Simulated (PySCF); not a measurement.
C2H6O. Atoms are numbered in the order given.

```xyz
9

C     -1.2026     0.1412     0.2462
C      0.0688    -0.4315    -0.3570
O      1.2325     0.3079     0.0027
H     -2.0772    -0.4203    -0.0908
H     -1.3277     1.1856    -0.0433
H     -1.1760     0.0895     1.3383
H      0.1808    -1.4866    -0.0769
H      0.0264    -0.3871    -1.4462
H      1.3164     0.2972     0.9623
```

The structure is a stationary point at B3LYP-D3(BJ)/def2-TZVP. One conformer was computed; it need not be the lowest.

All values below come from PBE/pcSseg-1 in PySCF.

GIAO shieldings, no solvent; atoms listed in one row are averaged. δ = σ(ref) − σ: ¹³C against TMS (σ = 182.0 ppm); ¹⁷O against H2O (σ = 334.3 ppm); ¹H against TMS (σ = 31.49 ppm), references at their B3LYP-D3(BJ)/def2-TZVP geometries, non-relativistic.

| nucleus | atoms | count | δ (ppm) |
|---|---|---|---|
| ¹³C | C2 | 1 | 66.3 |
| ¹³C | C1 | 1 | 22.2 |
| ¹⁷O | O3 | 1 | 61.1 |
| ¹H | H7 | 1 | 4.04 |
| ¹H | H8 | 1 | 3.73 |
| ¹H | H4, H5, H6 | 3 | 1.15 |
| ¹H | H9 | 1 | -0.40 |
